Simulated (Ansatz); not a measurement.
## How methods differ on PH2F (phosphinous fluoride(8ci,9ci))

PH2F has 4 atoms, charge 0, and is taken as a singlet. SMILES: `FP`. The shape is that of a GFN2-xTB optimisation.

Quantity: the electronic atomisation energy, in eV. The values are calculated. Electronic energies at fixed atoms, without zero-point motion or spin-orbit coupling.

| level | kind | program | value (eV) | less FCI/STO-3G | CPU time (all runs) |
| --- | --- | --- | --- | --- | --- |
| B3LYP/STO-3G | global hybrid | Ansatz | 12.97 | +2.82 | 1.2 s |
| HSE06/STO-3G | range-separated hybrid | Ansatz | 12.57 | +2.42 | 1.5 s |
| wB97M-V/STO-3G | range-separated hybrid | Ansatz | 13.37 | +3.22 | 14 s |
| B2PLYP/STO-3G | double hybrid | Ansatz | 11.73 | +1.58 | 1.2 s |
| MP2/STO-3G | perturbation theory | Ansatz | 9.50 | -0.65 | 0.14 s |
| BCCD(T)/STO-3G | coupled cluster or CI | Ansatz | 10.14 | -0.01 | 0.24 s |
| CCSDTQ/STO-3G | coupled cluster or CI | Ansatz | 10.15 | 0.00 | 3 s |
| FCI/STO-3G | exact in the basis | Ansatz | 10.15 | 0.00 | 0.27 s |

FCI/STO-3G is exact within its basis and frozen core, so for wave-function methods in that basis the difference is their error; functionals converge differently with the basis, so for them it is only a difference. The values span 9.50 to 13.37 eV. All rows use very small basis sets, so none should be taken for the real molecule's value. In so small a basis fixed costs decide the times, and correlated methods can beat functionals. CPU times are rough (shared hosts, several kinds of processor and program).
